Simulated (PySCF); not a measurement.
# C3H4O: the cost of one run

The runs use PySCF 2.14.0, with density-fitted response routines of our own; the level of theory stands in each step. All values are computed, except where a source is named. Atoms are numbered from 0 throughout.

## (1) The molecule as given

8 atoms, charge 0, multiplicity 1; geometry from: GFN2-xTB. The atoms were then displaced at random by about 0.01 Å, so the start is not that level's minimum.

Bonds of the start (Å): C0–C1 1.22, C1–C2 1.47, C2–O3 1.39, C0–H4 1.02, C2–H5 1.10, C2–H6 1.09, O3–H7 0.98.

## (2) Relaxing the molecule at PBE0-D3(BJ)/def2-TZVP

The job: settings as JSON, then the geometry in Å.

```
{"job": {"xc": "PBE0", "basis": "def2-TZVP", "d3": "d3bj", "grid": 2, "shake": 0.01, "kind": "geom"}, "charge": 0, "multiplicity": 1}
C      1.850470    -0.355050     0.782470
C      0.773240    -0.206940     0.219680
C     -0.528100    -0.037830    -0.440160
O     -1.321150     0.760020     0.376270
H      2.754300    -0.455920     1.243810
H     -0.348370     0.447740    -1.413690
H     -0.937870    -1.034930    -0.597310
H     -2.187400     0.863780    -0.068060
```

The run is started by

```console
$ OMP_NUM_THREADS=1 python probes_run.py task.json out
```

The driver reads the jobs from task.json and runs them one after another.

Q: Estimate the wall time and peak memory of this first job on 1 thread of Arm Neoverse V1, shared host.

About 45 s, with a peak of 0.59 GiB.
